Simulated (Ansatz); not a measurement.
**MgSiH₂ (singlet): the correlation ladder at distance Si1–H3 = 2.149 Å, 6-31G**

How much of the correlation energy of MgSiH₂ (singlet) does each wave-function method recover here?

Program: Ansatz 0.2.0, Gaussian basis. Level of theory: 6-31G, core rule «outside noble gas», up to 10 orbitals frozen. These are calculated values, not measurements.

The runs, in order: UHF; CCSD(T) on RHF; CCSD(T) on UHF; BCCD(T) on RHF; CISD; CCSDT(Q) on RHF; CCSDT(Q) on UHF; CCSDTQ on RHF; CASSCF and MRCISD+Q, 2 electrons in 2 orbitals; CASSCF and NEVPT2, 2 electrons in 2 orbitals; Full CI.

38 further runs of the same task are left out: 16 for a known fault of the program, 18 that didn't finish, 4 set aside as unsound or not needed. Runs told in other sessions of the task aren't counted.

**1. What is computed**

The geometry derives from a PBE0/def2-TZVP stationary point (not a proven minimum). One bond is set to the value named and the two fragments are kept rigid.

4 atoms, charge 0, spin multiplicity 1.

Atoms are counted from 1 here; the program's logs count them from 0.

Bond lengths: Si1–Mg2 2.671 Å, Mg2–H4 1.719 Å. Angles: Si1–Mg2–H4 177.9°.

**2. UHF**

The input, in.yaml:

```yaml
crystal:
  periodic: [false, false, false]
  atoms:
    - {symbol: Si, position_ang: [0.000000, -0.087185, 1.273715]}
    - {symbol: Mg, position_ang: [0.000000, 0.014592, -1.395237]}
    - {symbol: H, position_ang: [0.000000, 2.061804, 1.266852]}
    - {symbol: H, position_ang: [0.000000, 0.015674, -3.113852]}
basis:
  gaussian: {orbitals: 6-31G}
magnetization: {spin_polarized: true, initial_magnetization: 0}
hamiltonian: {xc: hf}
output: {orbitals: {seedname: orbitals}}
```

Run with:

```bash
$ ansatz run in.yaml --threads 1 --pin off --events-out ev --progress --plain --max-ram 2393MiB
```

The runs that follow: CCSD(T) on RHF; CCSD(T) on UHF; BCCD(T) on RHF; CISD; CCSDT(Q) on RHF; CCSDT(Q) on UHF; CCSDTQ on RHF; CASSCF and MRCISD+Q, 2 electrons in 2 orbitals; CASSCF and NEVPT2, 2 electrons in 2 orbitals; Full CI.

Before running them: what should the planned runs give, taken together? Wanted: FCI from the RHF energy; RMP2 from FCI; RCCSD from FCI; RCCSD(T) from FCI; RCCSDT(Q) from FCI; NEVPT2 pair from FCI; T1 diagnostic; effectively unpaired electrons.

As calculated:

| quantity | value |
| --- | --- |
| FCI from the RHF energy | -2.7051 eV |
| RMP2 from FCI | +21.80 kcal/mol |
| RCCSD from FCI | +1.85 kcal/mol |
| RCCSD(T) from FCI | +0.62 kcal/mol |
| RCCSDT(Q) from FCI | +0.05 kcal/mol |
| NEVPT2 pair from FCI | +14.56 kcal/mol |
| levels within 1 kcal/mol (43 meV) | RCCSD(T), BCCD(T), RCCSDT, RCCSDT(Q), RCCSDTQ |
| T1 diagnostic | 0.024 |
| effectively unpaired electrons | 0.16 |

**Reading.** RCCSD(T) lands +0.62 kcal/mol from the yardstick (1.0 % of the correlation energy). One determinant dominates. These misses are within one basis, not against nature.
